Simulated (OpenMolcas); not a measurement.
CHS (SMILES [CH]=S): the vertical ionisation energy from total energies

CHS: 3 atoms, total charge 0, spin state doublet. As SMILES, `[CH]=S`. Geometry: relaxed at GFN2-xTB.

```csv
atom,x (Å),y (Å),z (Å)
C,-0.1625,0.3693,-0.0459
S,1.1312,-0.2333,0.5945
H,-0.9687,-0.1360,-0.5486
```

Both states at this one shape; open shells run unrestricted unless said. 1 Eh = 27.2114 eV.

```
                                   level     program  doublet CHS (Eh)  singlet CHS+ (Eh)
                           USVWN5/STO-3G  OpenMolcas       -430.127903        -429.908365
                             UPBE/STO-3G  OpenMolcas       -431.666653        -431.443022
ROCCSD(T)/STO-3G, 6 core orbitals frozen  OpenMolcas       -431.164509        -430.993257
```

Problem. Work out the vertical ionisation energy at each level.

Solution. 
1. USVWN5/STO-3G: -429.908365 − (-430.127903) = 0.219538 Eh = 5.97 eV.
2. UPBE/STO-3G: -431.443022 − (-431.666653) = 0.223631 Eh = 6.09 eV.
3. ROCCSD(T)/STO-3G: -430.993257 − (-431.164509) = 0.171252 Eh = 4.66 eV.

No measured value is set beside it here; the levels span 4.66 to 6.09 eV. Minimal sets are far from the basis-set limit.
